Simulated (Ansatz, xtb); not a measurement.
# Relative energy of two structures of C2HO−

Structure a is a singlet given by its coordinates and structure b is `[C-]#CO`, a singlet. Both are isolated ions in the gas phase, relaxed with B3LYP-D4/def2-TZVPD.

a (Å):

```xyz
4

C     1.1778    1.2013   -0.8691
C     1.7456    2.2090   -1.3612
O     2.4254    3.1371   -1.7683
H     0.2085    0.7499   -0.8584
```

Close contacts (Å): C1–C2 1.26, C2–O3 1.22, C1–H4 1.07.

b (Å):

```xyz
4

C    -0.1413    2.0023   -1.9574
C     0.9474    2.0321   -1.3687
O     2.1417    2.1095   -0.7061
H     2.5771    1.2543   -0.7963
```

Quicker runs give these differences E(b) − E(a): GFN2-xTB +57.6 kcal/mol; HF/STO-3G +28.2 kcal/mol (at GFN2-xTB geometries); r2SCAN-D4/def2-SVPD +57.3 kcal/mol (at GFN2-xTB geometries).

Q: Estimate E(b) − E(a) at the level CCSD(T)/def2-TZVPPD.

A: Calculated at CCSD(T)/def2-TZVPPD: E(b) − E(a) = +48.1 kcal/mol, so structure a lies lower.

The same difference at several levels:

```csv
level,geometry,E(b) − E(a) (kcal/mol),departure from the last row (kcal/mol),"job, with rough time for the two"
GFN2-xTB,GFN2-xTB,+57.6,+9.5,"optimisation, 0.64 s"
HF/STO-3G,GFN2-xTB,+28.2,−19.9,"single point, 1 s"
r2SCAN-D4/def2-SVPD,GFN2-xTB,+57.3,+9.2,"single point, 4.2 s"
B3LYP-D4/def2-TZVPD,B3LYP-D4/def2-TZVPD,+53.4,+5.3,"optimisation, 56 s"
HF/def2-TZVPPD,B3LYP-D4/def2-TZVPD,+46.7,−1.3,part of the CCSD(T) run
MP2/def2-TZVPPD,B3LYP-D4/def2-TZVPD,+51.2,+3.1,part of the CCSD(T) run
CCSD(T)/def2-TZVPPD,B3LYP-D4/def2-TZVPD,+48.1,,"single point, 29 s"
```

The levels shown agree on the order. The largest departure from CCSD(T)/def2-TZVPPD is that of HF/STO-3G, 19.9 kcal/mol.

With harmonic frequencies from B3LYP-D4/def2-TZVPD (ideal gas, rigid rotor, one conformer each, 298.15 K, 1 atm): on the last row, ΔE + ΔZPE = +48.5, ΔH = +48.7, ΔG = +48.1 kcal/mol.

The correlated steps freeze 3 core orbitals. Mirror images aren't counted in ΔG. Codes used: Ansatz 0.2.0, xtb 6.7.1; the last row on 2 threads of Intel(R) Xeon(R) Processor @ 2.50GHz (Skylake/Cascade Lake) on a shared host.
